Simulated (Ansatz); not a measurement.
System: CHOS, charge 1, singlet. CHOS+ (SMILES [OH+]=C=S).
B3LYP-D3(BJ)/def2-TZVP minimum from Ansatz (a quantum-chemistry and plane-wave program):
```xyz
4

O     -0.0531     0.0448    -1.6269
C      0.0130    -0.0067    -0.3986
S     -0.0174     0.0060     1.0988
H      0.6248    -0.4130    -2.1737
```
Charge +1, spin multiplicity 1.

Hartree-Fock and CCSD(T) correlation energies in hartree (Ansatz). Radicals and triplets start from unrestricted determinants; spin-orbit coupling is neglected. Correlated methods leave the cores frozen. No relativity.

| basis | X | E(HF) | E(corr, CCSD(T)) |
|---|---|---|---|
| cc-pV(T+d)Z | 3 | -510.58194 | -0.58199 |
| cc-pV(Q+d)Z | 4 | -510.59402 | -0.61852 |
| cc-pV(5+d)Z | 5 | -510.59663 | withheld |

Q: Fit E(corr) = E∞ + A/X³ to X = 3 and 4, predict X = 5, and compare with the run.

A: A = (-0.58199 - (-0.61852))/(1/27 - 1/64) = 1.7060; E∞ = -0.61852 - A/64 = -0.64518; at X = 5, E∞ + A/125 = -0.63153. The run gave -0.63139, 0.14 mEh above the prediction. The same form on X = 4 and 5 gives E∞ = -0.64489, 0.28 mEh above the first estimate.
